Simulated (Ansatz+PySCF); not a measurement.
Two shapes of doublet SiH2(+).

Shape 1:

```xyz
3

Si    0.0000   -0.5008    0.0000
H     0.0000    0.2504    1.2860
H     0.0000    0.2504   -1.2860
```

Shape 2:

```xyz
3

Si    0.0000   -0.4941    0.0000
H     0.0000    0.2470    1.2688
H     0.0000    0.2470   -1.2688
```

Basis set: cc-pVTZ on H; cc-pV(T+d)Z on Si (spherical functions). Frozen core: 5 orbitals. Correlation on ROHF uses semicanonical orbitals with singles. Charge 1, multiplicity 2.

Computed with Ansatz (development build ahead of 0.2.0) and PySCF 2.14.0; each method stands on the lowest determinant of its kind that the runs found.

Question: Which shape is lower in energy, and by how much in each method?

Answer:

```csv
method,E(2) − E(1) (eV)
ROHF,-0.010
UHF,-0.008
ROHF-MP2,-0.005
UHF-MP2,-0.005
ROHF-CCSD(T),0.003
```

Shape 2 is lower, bar methods that put the two within 0.005 eV.
